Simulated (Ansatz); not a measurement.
Two shapes of singlet H₄O₂.

Shape 1:

```xyz
6

O    -1.4561   -0.1570    0.0000
H    -1.9051    0.6936    0.0000
H    -0.5160    0.0878    0.0000
O     1.3735    0.1618    0.0000
H     1.5409   -0.4099   -0.7584
H     1.5409   -0.4099    0.7584
```

Shape 2:

```xyz
6

O    -1.3396   -0.1445    0.0000
H    -1.7527    0.6381    0.0000
H    -0.4747    0.0808    0.0000
O     1.2636    0.1489    0.0000
H     1.4176   -0.3771   -0.6978
H     1.4176   -0.3771    0.6978
```

Basis set: cc-pVTZ (spherical functions). Correlated methods keep 2 orbitals frozen. Charge 0, multiplicity 1.

Computed with Ansatz (development build ahead of 0.2.0); each method stands on the lowest determinant of its kind that the runs found.

**Question.** Which shape is lower in energy, and by how much in each method?

**Answer.**

```json
{"method": "RHF", "E(2) − E(1) (eV)": "0.454"}
{"method": "RHF-MP2", "E(2) − E(1) (eV)": "0.729"}
```

Shape 1 is lower. Caution: no unrestricted run beside it, a lower state can exist.
